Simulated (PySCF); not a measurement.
**Ionisation energy of He by level of theory**

He 1s2 (1S) → He⁺ 1s1 (2S), as a difference of total energies. Calculation: PySCF 2.14, in aug-cc-pVQZ-DK; the spin-free X2C one-electron Hamiltonian (Gaussian nucleus). Correlated levels: valence: nothing frozen. The calculations carry no spin-orbit coupling.

```json
{"method": "UHF", "ionisation energy (eV)": "23.448", "error (eV)": "-1.139"}
{"method": "MP2 (valence)", "ionisation energy (eV)": "24.421", "error (eV)": "-0.166"}
{"method": "SCS-MP2 (valence)", "ionisation energy (eV)": "24.615", "error (eV)": "+0.028"}
{"method": "CCSD (valence)", "ionisation energy (eV)": "24.564", "error (eV)": "-0.023"}
```

Reference: 24.587 eV (measured; NIST Atomic Spectra Database, ionization energies).

Errors of the correlated levels include the incompleteness of this basis.

With two correlated electrons CCSD is exact in that space.
